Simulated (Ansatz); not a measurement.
A ladder of methods for PO (Phosphorus monoxide)

The species is PO (2 atoms), meant as a doublet with charge 0. SMILES: `O=[P]`. The shape is that of a PBE0-D4/def2-TZVP optimisation.

```tsv
atom	x (Å)	y (Å)	z (Å)
O	0.0000	0.0000	-0.0095
P	0.0000	0.0000	1.4645
```

Each level gives the vertical energy of the quartet above the doublet (eV). The values are calculated.

```tsv
level	kind	program	value (eV)	less FCI/STO-3G
UHF/STO-3G	Hartree–Fock	Ansatz	2.21	-2.11
U-r2SCAN/STO-3G	meta-GGA	Ansatz	4.43	+0.11
UB3LYP/STO-3G	global hybrid	Ansatz	4.39	+0.07
UPBE0/STO-3G	global hybrid	Ansatz	4.17	-0.15
UB2PLYP/STO-3G	double hybrid	Ansatz	4.34	+0.02
UMP2/STO-3G	perturbation theory	Ansatz	3.02	-1.30
UCCSD(T)/STO-3G	coupled cluster or CI	Ansatz	4.29	-0.03
UCCSDTQ/STO-3G	coupled cluster or CI	Ansatz	4.32	0.00
FCI/STO-3G	exact in the basis	Ansatz	4.32	0.00
```

FCI/STO-3G is exact within its basis and frozen core, so for wave-function methods in that basis the difference is their error; functionals converge differently with the basis, so for them it is only a difference. The values span 2.21 to 4.43 eV. Spin contamination of the reference (⟨S²⟩ at least 0.1 too high) touches UHF/STO-3G, UMP2/STO-3G, UCCSD(T)/STO-3G, UCCSDTQ/STO-3G. All rows use very small basis sets, so even the best lies far from the true value.
